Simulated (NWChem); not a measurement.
System: ammonia (NH3); SMILES N

Here is an NWChem input.

```
start job
memory heap 200 mb stack 900 mb global 1100 mb
geometry units angstroms noautosym nocenter noautoz
  N      0.000000     0.000000     0.138852
  H      0.661761     0.661761    -0.266384
  H      0.242221    -0.903982    -0.266384
  H     -0.903982     0.242221    -0.266384
end
basis spherical
  * library 6-311g**
end
dft
  xc xpbe96 cpbe96
  iterations 150
end
tddft
  cis
  ecut -13.0
  nroots 6
  notriplet
end
task tddft energy
```

Parts of the log:

```
             Northwest Computational Chemistry Package (NWChem) 7.3.0
             --------------------------------------------------------

                             Geometry "geometry" -> ""
                             -------------------------

 Output coordinates in angstroms (scale by  1.889725989 to convert to a.u.)

  No.       Tag          Charge          X              Y              Z
 ---- ---------------- ---------- -------------- -------------- --------------
    1 N                    7.0000     0.00000000     0.00000000     0.13885200
    2 H                    1.0000     0.66176100     0.66176100    -0.26638400
    3 H                    1.0000     0.24222100    -0.90398200    -0.26638400
    4 H                    1.0000    -0.90398200     0.24222100    -0.26638400

 Effective nuclear repulsion energy (a.u.)      11.8759166753

  pbe96 is a nonlocal functional; adding pw91lda local functional.

                                 NWChem DFT Module
                                 -----------------

 Summary of "ao basis" -> "ao basis" (spherical)
 ------------------------------------------------------------------------------
       Tag                 Description            Shells   Functions and Types
 ---------------- ------------------------------  ------  ---------------------
 N                          6-311g**                 8       18   4s3p1d
 H                          6-311g**                 4        6   3s1p

            General Information
            -------------------
          SCF calculation type: DFT
          Wavefunction type:  closed shell.
          No. of atoms     :     4
          No. of electrons :    10
           Alpha electrons :     5
            Beta electrons :     5
          Charge           :     0
          Spin multiplicity:     1
          Use of symmetry is: off; symmetry adaption is: off
          Maximum number of iterations: 150
          AO basis - number of functions:    36
                     number of shells:    20
          Convergence on energy requested:  1.00D-06
          Convergence on density requested:  1.00D-05
          Convergence on gradient requested:  5.00D-04

              XC Information
              --------------
          PerdewBurkeErnzerhof Exchange Functional  1.000
            Perdew 1991 LDA Correlation Functional  1.000 local
           PerdewBurkeErnz. Correlation Functional  1.000 non-local

             Grid Information
             ----------------
          Grid used for XC integration:  medium
          Radial quadrature: Mura-Knowles
          Angular quadrature: Lebedev.
          Tag              B.-S. Rad. Rad. Pts. Rad. Cut. Ang. Pts.
          ---              ---------- --------- --------- ---------
          N                   0.65       49           6.0       434
          H                   0.35       45           7.0       434
          Grid pruning is: on
          Number of quadrature shells:   184
          Spatial weights used:  Erf1

      Superposition of Atomic Density Guess
      -------------------------------------

 Sum of atomic energies:         -55.80610752

      Non-variational initial energy
      ------------------------------

 Total energy =     -56.200820
 1-e energy   =     -98.108367
 2-e energy   =      30.031631
 HOMO         =      -0.381819
 LUMO         =       0.076461

   convergence    iter        energy       DeltaE   RMS-Dens  Diis-err
 ---------------- ----- ----------------- --------- --------- ---------
 d= 0,ls=0.0,diis     1    -56.4714718521 -6.83D+01  1.30D-02  3.09D-01
 d= 0,ls=0.0,diis     2    -56.4639731036  7.50D-03  8.43D-03  3.21D-01
 d= 0,ls=0.0,diis     3    -56.4937628188 -2.98D-02  2.38D-03  4.45D-02
 d= 0,ls=0.0,diis     4    -56.4980738405 -4.31D-03  4.07D-04  3.75D-04
 d= 0,ls=0.0,diis     5    -56.4981123699 -3.85D-05  2.60D-05  3.33D-06
 d= 0,ls=0.0,diis     6    -56.4981127545 -3.85D-07  1.19D-06  3.67D-09

         Total DFT energy =      -56.498112754521
      One electron energy =      -99.608335414084
           Coulomb energy =       39.197064904956
    Exchange-Corr. energy =       -7.962758920741
 Nuclear repulsion energy =       11.875916675348

 Numeric. integr. density =       10.000000641469

                       DFT Final Molecular Orbital Analysis
                       ------------------------------------

 Vector    3  Occ=2.000000D+00  E=-4.021062D-01
              MO Center=  1.3D-01,  1.3D-01, -4.2D-02, r^2= 9.9D-01
   Bfn.  Coefficient  Atom+Function         Bfn.  Coefficient  Atom+Function
  ----- ------------  ---------------      ----- ------------  ---------------
    20      0.234766  2 H  s                  7      0.225328  1 N  px
     8      0.225421  1 N  py                19      0.174872  2 H  s
     3      0.155796  1 N  px                 4      0.155860  1 N  py
    11      0.142541  1 N  px                12      0.142599  1 N  py
    21      0.121644  2 H  s                 26     -0.117424  3 H  s

 Vector    4  Occ=2.000000D+00  E=-4.021062D-01
              MO Center= -1.3D-01, -1.3D-01, -4.2D-02, r^2= 9.9D-01
   Bfn.  Coefficient  Atom+Function         Bfn.  Coefficient  Atom+Function
  ----- ------------  ---------------      ----- ------------  ---------------
     7      0.225421  1 N  px                 8     -0.225329  1 N  py
    26      0.203289  3 H  s                 32     -0.203337  4 H  s
     3      0.155860  1 N  px                 4     -0.155796  1 N  py
    25      0.151425  3 H  s                 31     -0.151461  4 H  s
    11      0.142599  1 N  px                12     -0.142541  1 N  py

 Vector    5  Occ=2.000000D+00  E=-2.095663D-01
              MO Center=  9.2D-09,  9.2D-09,  2.9D-01, r^2= 8.6D-01
   Bfn.  Coefficient  Atom+Function         Bfn.  Coefficient  Atom+Function
  ----- ------------  ---------------      ----- ------------  ---------------
    13      0.461465  1 N  pz                 9      0.355081  1 N  pz
     5      0.258105  1 N  pz                10      0.258700  1 N  s
     6      0.201578  1 N  s                  2     -0.068330  1 N  s
    19     -0.045214  2 H  s                 25     -0.045214  3 H  s
    31     -0.045214  4 H  s                  1     -0.042789  1 N  s

 Vector    6  Occ=0.000000D+00  E= 2.169181D-02
              MO Center=  4.3D-08,  4.3D-08, -4.1D-01, r^2= 3.8D+00
   Bfn.  Coefficient  Atom+Function         Bfn.  Coefficient  Atom+Function
  ----- ------------  ---------------      ----- ------------  ---------------
    10      1.197781  1 N  s                 21     -0.631036  2 H  s
    27     -0.631036  3 H  s                 33     -0.631036  4 H  s
    13     -0.248451  1 N  pz                 6      0.204583  1 N  s
     9     -0.134536  1 N  pz                 2     -0.083944  1 N  s
     5     -0.081553  1 N  pz                20     -0.075514  2 H  s

 Vector    7  Occ=0.000000D+00  E= 9.932598D-02
              MO Center=  4.1D-01,  4.1D-01, -3.7D-01, r^2= 3.9D+00
   Bfn.  Coefficient  Atom+Function         Bfn.  Coefficient  Atom+Function
  ----- ------------  ---------------      ----- ------------  ---------------
    21      1.663935  2 H  s                 27     -0.832203  3 H  s
    33     -0.831733  4 H  s                 11     -0.501054  1 N  px
    12     -0.501218  1 N  py                 7     -0.153376  1 N  px
     8     -0.153426  1 N  py                 3     -0.127447  1 N  px
     4     -0.127489  1 N  py                20      0.071687  2 H  s

 Vector    8  Occ=0.000000D+00  E= 9.932604D-02
              MO Center= -4.1D-01, -4.1D-01, -3.7D-01, r^2= 3.9D+00
   Bfn.  Coefficient  Atom+Function         Bfn.  Coefficient  Atom+Function
  ----- ------------  ---------------      ----- ------------  ---------------
    27      1.440875  3 H  s                 33     -1.441147  4 H  s
    11     -0.501218  1 N  px                12      0.501054  1 N  py
     7     -0.153427  1 N  px                 8      0.153376  1 N  py
     3     -0.127489  1 N  px                 4      0.127447  1 N  py
    26      0.062077  3 H  s                 32     -0.062089  4 H  s

     Multipole analysis of the density
     ---------------------------------

     L   x y z        total         alpha         beta         nuclear
     -   - - -        -----         -----         ----         -------
     0   0 0 0     -0.000000     -5.000000     -5.000000     10.000000

     1   1 0 0     -0.000000     -0.000000     -0.000000      0.000000
     1   0 1 0     -0.000000     -0.000000     -0.000000      0.000000
     1   0 0 1     -0.688313     -0.507440     -0.507440      0.326567

     2   2 0 0     -4.663408     -4.677504     -4.677504      4.691600
     2   1 1 0      0.000001     -0.000001     -0.000001      0.000003
     2   1 0 1      0.000000      0.000000      0.000000     -0.000000
     2   0 2 0     -4.663408     -4.677504     -4.677504      4.691600
     2   0 1 1      0.000000      0.000000      0.000000     -0.000000
     2   0 0 2     -6.649083     -3.945622     -3.945622      1.242161

                                NWChem TDDFT Module
                                -------------------

            General Information
            -------------------
           No. of orbitals :      72
            Alpha orbitals :      36
             Beta orbitals :      36
        Alpha frozen cores :       0
         Beta frozen cores :       0
     Alpha frozen virtuals :       0
      Beta frozen virtuals :       0
         Spin multiplicity :       1
    Number of AO functions :      36
        Use of symmetry is : off
      Symmetry adaption is : off
         Schwarz screening :  0.10D-07

              XC Information
              --------------
   PerdewBurkeErnzerhof Exchange Functional   1.00
     Perdew 1991 LDA Correlation Functional   1.00 local
    PerdewBurkeErnz. Correlation Functional   1.00 non-local

             TDDFT Information
             -----------------
          Calculation type : Tamm-Dancoff TDDFT
         Wavefunction type : Restricted singlets
          No. of electrons :      10
           Alpha electrons :       5
            Beta electrons :       5
              No. of roots :       6
          Max subspacesize :    5200
            Max iterations :     100
               Target root :       1
           Target symmetry : none
             Energy Cutoff :-0.13D+02
      Symmetry restriction : off
                 Algorithm : Optimal
        Davidson threshold :  0.10D-03

    6 smallest eigenvalue differences (eV)
--------------------------------------------------------
  No. Spin  Occ  Vir  Irrep   E(Occ)    E(Vir)   E(Diff)
--------------------------------------------------------
    1    1    1    6 a       -13.943     0.022   380.007
    2    1    1    7 a       -13.943     0.099   382.120
    3    1    1    8 a       -13.943     0.099   382.120
    4    1    1    9 a       -13.943     0.312   387.914
    5    1    1   10 a       -13.943     0.312   387.914
    6    1    1   11 a       -13.943     0.444   391.499
--------------------------------------------------------

  Entering Davidson iterations
  Restricted singlet excited states

  Iter   NTrls   NConv    DeltaV     DeltaE      Time
  ----  ------  ------  ---------  ---------  ---------
    1      6       0     0.16E+00   0.10+100        0.2
    2     12       0     0.14E-02   0.37E-02        0.2
    3     18       6     0.90E-04   0.36E-06        0.2
  ----  ------  ------  ---------  ---------  ---------
  Convergence criterion met

  Ground state a         -56.498112754521 a.u.

  ----------------------------------------------------------------------------
  Root   1 singlet a             13.981068596 a.u.              380.4444 eV
  ----------------------------------------------------------------------------
     Transition Moments    X -0.00000   Y -0.00000   Z  0.02224
     Dipole Oscillator Strength                    0.0046118553
     Electric Quadrupole                           0.0000006306
     Magnetic Dipole                               0.0000000000
     Total Oscillator Strength                     0.0046124859

     Occ.    1  a   ---  Virt.    6  a        0.99854
  ----------------------------------------------------------------------------
  Root   2 singlet a             14.051728796 a.u.              382.3672 eV
  ----------------------------------------------------------------------------
     Transition Moments    X  0.03403   Y  0.03404   Z -0.00000
     Dipole Oscillator Strength                    0.0217034429
     Electric Quadrupole                           0.0000035923
     Magnetic Dipole                               0.0000041373
     Total Oscillator Strength                     0.0217111724

     Occ.    1  a   ---  Virt.    7  a        0.99941
  ----------------------------------------------------------------------------
  Root   3 singlet a             14.051728847 a.u.              382.3672 eV
  ----------------------------------------------------------------------------
     Transition Moments    X -0.03404   Y  0.03403   Z  0.00000
     Dipole Oscillator Strength                    0.0217034402
     Electric Quadrupole                           0.0000035923
     Magnetic Dipole                               0.0000041373
     Total Oscillator Strength                     0.0217111698

     Occ.    1  a   ---  Virt.    8  a       -0.99941
  ----------------------------------------------------------------------------
  Root   4 singlet a             14.257459817 a.u.              387.9654 eV
  ----------------------------------------------------------------------------
     Transition Moments    X -0.01579   Y -0.01578   Z  0.00000
     Dipole Oscillator Strength                    0.0047368290
     Electric Quadrupole                           0.0000008670
     Magnetic Dipole                               0.0000008812
     Total Oscillator Strength                     0.0047385772

     Occ.    1  a   ---  Virt.    9  a       -0.99962
  ----------------------------------------------------------------------------
  Root   5 singlet a             14.257459905 a.u.              387.9654 eV
  ----------------------------------------------------------------------------
     Transition Moments    X -0.01578   Y  0.01579   Z -0.00000
     Dipole Oscillator Strength                    0.0047368179
     Electric Quadrupole                           0.0000008670
     Magnetic Dipole                               0.0000008812
     Total Oscillator Strength                     0.0047385662

     Occ.    1  a   ---  Virt.   10  a       -0.99962
  ----------------------------------------------------------------------------
  Root   6 singlet a             14.402577263 a.u.              391.9142 eV
  ----------------------------------------------------------------------------
     Transition Moments    X  0.00000   Y  0.00000   Z -0.01422
     Dipole Oscillator Strength                    0.0019417603
     Electric Quadrupole                           0.0000000243
     Magnetic Dipole                               0.0000000000
     Total Oscillator Strength                     0.0019417846

     Occ.    1  a   ---  Virt.   11  a       -0.99638
     Occ.    1  a   ---  Virt.   15  a       -0.07230

              Target root =      1
          Target symmetry = none
      Ground state energy =    -56.498112754521
        Excitation energy =     13.981068596398
     Excited state energy =    -42.517044158123

  stored tddft:energy   -42.517044158123042
```

Level: PBE/6-311G** (spherical d), restricted-window TDA. Structure relaxed at the PBE0/def2-SVP level. The quadrupole and magnetic terms of the printed total strengths depend on the origin.
